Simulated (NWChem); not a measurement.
All runs are NWChem calculations. System: hydrogen chloride (HCl), charge 0, spin multiplicity 1, at a geometry optimised with PBE0/def2-SVP. Level: G0W0@PBE/def2-QZVP, RI basis def2-qzvp-rifit.

Job file:

```
start mol
memory heap 200 mb stack 700 mb global 1700 mb
geometry units angstroms nocenter noautoz
  Cl     0.000000     0.000000     0.071399
  H      0.000000     0.000000    -1.213790
  symmetry group C2v
end
basis spherical
  * library def2-qzvp
end
basis "ri basis" bse spherical
  * library def2-qzvp-rifit
end
dft
  xc xpbe96 cpbe96
  iterations 100
  direct
  tolerances tight
end
task dft energy
gw
  states alpha occ 4 vir 2
end
task dft gw
```

Part of the output:

```
             Northwest Computational Chemistry Package (NWChem) 7.3.0
             --------------------------------------------------------

                                NWChem Input Module
                                -------------------

 Scaling coordinates for geometry "geometry" by  1.889725989
 (inverse scale =  0.529177249)

 Turning off AUTOSYM since
 SYMMETRY directive was detected!

                             Geometry "geometry" -> ""
                             -------------------------

 Output coordinates in angstroms (scale by  1.889725989 to convert to a.u.)

  No.       Tag          Charge          X              Y              Z
 ---- ---------------- ---------- -------------- -------------- --------------
    1 Cl                  17.0000     0.00000000     0.00000000     0.07139900
    2 H                    1.0000     0.00000000     0.00000000    -1.21379000

 Effective nuclear repulsion energy (a.u.)       6.9997589716

            Nuclear Dipole moment (a.u.)
            ----------------------------
        X                 Y               Z
 ---------------- ---------------- ----------------
     0.0000000000     0.0000000000    -0.0000132281

      Symmetry information
      --------------------

 Group name             C2v
 Group number             16
 Group order               4
 No. of unique centers     2

      Symmetry unique atoms

     1    2


 Summary of "ao basis" -> "" (spherical)
 ------------------------------------------------------------------------------
       Tag                 Description            Shells   Functions and Types
 ---------------- ------------------------------  ------  ---------------------
 *                         def2-qzvp                  on all atoms

 new library libraries.bse/

 Summary of "ri basis" -> "" (spherical)
 ------------------------------------------------------------------------------
       Tag                 Description            Shells   Functions and Types
 ---------------- ------------------------------  ------  ---------------------
 *                      def2-qzvp-rifit               on all atoms

  pbe96 is a nonlocal functional; adding pw91lda local functional.

                                 NWChem DFT Module
                                 -----------------

 Summary of "ao basis" -> "ao basis" (spherical)
 ------------------------------------------------------------------------------
       Tag                 Description            Shells   Functions and Types
 ---------------- ------------------------------  ------  ---------------------
 Cl                        def2-qzvp                22       70   9s6p4d2f1g
 H                         def2-qzvp                10       30   4s3p2d1f

 Summary of "ao basis" -> "ao basis" (spherical)
 ------------------------------------------------------------------------------
       Tag                 Description            Shells   Functions and Types
 ---------------- ------------------------------  ------  ---------------------
 Cl                        def2-qzvp                22       70   9s6p4d2f1g
 H                         def2-qzvp                10       30   4s3p2d1f

      Symmetry analysis of basis
      --------------------------

        a1         43
        a2         11
        b1         23
        b2         23

            General Information
            -------------------
          SCF calculation type: DFT
          Wavefunction type:  closed shell.
          No. of atoms     :     2
[...]
              MO Center=  2.3D-14,  5.5D-29,  3.1D-02, r^2= 1.2D+00
   Bfn.  Coefficient  Atom+Function         Bfn.  Coefficient  Atom+Function
  ----- ------------  ---------------      ----- ------------  ---------------
    22      0.410802  1 Cl px                19      0.403196  1 Cl px
    10     -0.281984  1 Cl px                25      0.198295  1 Cl px
    16      0.155404  1 Cl px                81      0.026277  2 H  px

 Vector   10  Occ=0.000000D+00  E=-3.462581D-02  Symmetry=a1
              MO Center=  1.3D-15, -4.6D-15, -8.9D-01, r^2= 3.3D+00
   Bfn.  Coefficient  Atom+Function         Bfn.  Coefficient  Atom+Function
  ----- ------------  ---------------      ----- ------------  ---------------
    74      1.275150  2 H  s                  9     -0.948985  1 Cl s
    27      0.617153  1 Cl pz                73      0.444219  2 H  s
    24      0.344223  1 Cl pz                21      0.217940  1 Cl pz
     7     -0.194215  1 Cl s                 72      0.176663  2 H  s
    12     -0.145504  1 Cl pz                 6      0.130376  1 Cl s

 Vector   11  Occ=0.000000D+00  E= 8.780091D-02  Symmetry=a1
              MO Center=  1.4D-17, -4.1D-17, -8.5D-01, r^2= 3.9D+00
   Bfn.  Coefficient  Atom+Function         Bfn.  Coefficient  Atom+Function
  ----- ------------  ---------------      ----- ------------  ---------------
    73      2.487967  2 H  s                 74     -1.371088  2 H  s
    24      1.071980  1 Cl pz                 9     -0.891580  1 Cl s
    83      0.564275  2 H  pz                27      0.349040  1 Cl pz
     8     -0.294813  1 Cl s                  7      0.217964  1 Cl s
    72      0.185508  2 H  s                 45     -0.182776  1 Cl d  0

 Vector   12  Occ=0.000000D+00  E= 1.586490D-01  Symmetry=a1
              MO Center= -5.6D-14,  3.1D-14,  1.2D+00, r^2= 3.5D+00
   Bfn.  Coefficient  Atom+Function         Bfn.  Coefficient  Atom+Function
  ----- ------------  ---------------      ----- ------------  ---------------
    27      1.730605  1 Cl pz                24     -1.274716  1 Cl pz
    74      0.752251  2 H  s                  8     -0.408928  1 Cl s
    73     -0.297400  2 H  s                  9      0.262634  1 Cl s
    18     -0.160059  1 Cl pz                12      0.150680  1 Cl pz
    72     -0.151033  2 H  s                  5      0.069336  1 Cl s

 center of mass
 --------------
 x =   0.00000000 y =   0.00000000 z =   0.06688993

 moments of inertia (a.u.)
 ------------------
           5.777994518185           0.000000000000           0.000000000000
           0.000000000000           5.777994518185           0.000000000000
           0.000000000000           0.000000000000           0.000000000000

     Multipole analysis of the density
     ---------------------------------

     L   x y z        total         alpha         beta         nuclear
     -   - - -        -----         -----         ----         -------
     0   0 0 0     -0.000000     -9.000000     -9.000000     18.000000

     1   1 0 0      0.000000      0.000000      0.000000      0.000000
     1   0 1 0      0.000000      0.000000      0.000000      0.000000
     1   0 0 1     -0.444086     -0.222036     -0.222036     -0.000013

     2   2 0 0    -10.441630     -5.220815     -5.220815      0.000000
     2   1 1 0     -0.000000     -0.000000     -0.000000      0.000000
     2   1 0 1     -0.000000     -0.000000     -0.000000      0.000000
     2   0 2 0    -10.441630     -5.220815     -5.220815      0.000000
     2   0 1 1     -0.000000     -0.000000     -0.000000      0.000000
     2   0 0 2     -7.796825     -6.683752     -6.683752      5.570678

 Task  times  cpu:       14.3s     wall:       14.3s

                                NWChem Input Module
                                -------------------

                                 NWChem GW Module
                                 ----------------

                             ***********************
                             ***        GW       ***
                             ***********************

 Summary of "ri basis" -> "ri basis" (spherical)
 ------------------------------------------------------------------------------
       Tag                 Description            Shells   Functions and Types
 ---------------- ------------------------------  ------  ---------------------
 Cl                     def2-qzvp-rifit             41      167   12s10p9d6f3g1h
 H                      def2-qzvp-rifit             16       56   6s4p3d2f1g

                 Memory Information
                 ------------------
          Available GA per process is          1699.9 MBs
          Available stack per process is        700.0 MBs
          Available heap per process is           0.0 MBs

          Peak memory in Initialization
              Peak GA per process is                  2.4 MBs
              Peak stack per process is               0.1 MBs
              Peak heap per process is                2.6 MBs
              Memory not in MA per process            0.0 MBs

          Peak memory in AFF Calculation
              Peak GA per process is                  8.4 MBs
              Peak stack per process is               5.1 MBs
              Peak heap per process is                0.0 MBs
              Memory not in MA per process            5.1 MBs

          Computing 2-center integrals
          Computing Inverse Cholesky factor
          Computing 3-center integrals
          Computing V_xc ...

          Computing Sigma_x
          Computing RPA polarizability
          Solving quasiparticle equations

                  Alpha Orbitals
          State     Energy (eV)     Error (eV)
          -----------------------------------
@GW         6        -23.555           0.004
@GW         7        -16.169           0.003
@GW         8        -12.232           0.003
@GW         9        -12.232           0.003
@GW        10          2.010           0.002
@GW        11          5.208           0.002

   Applying  -4.2191 eV scissor-shift to rest of particle states

   Applying   2.9525 eV scissor-shift to rest of hole states

     GW Timing Statistics
   ------------------------
   Init.   :          0.2s
     ERIs  :          0.6s
     Distr.:          0.0s
     Vxc   :          0.1s
   Sigma_x :          0.0s
   RPA     :          0.2s
   Wmn     :          0.0s
   Sigma_c :          0.0s
   GW total:          1.0s

 Task  times  cpu:        1.0s     wall:        1.0s

 Total times  cpu:       15.4s     wall:       15.4s
```
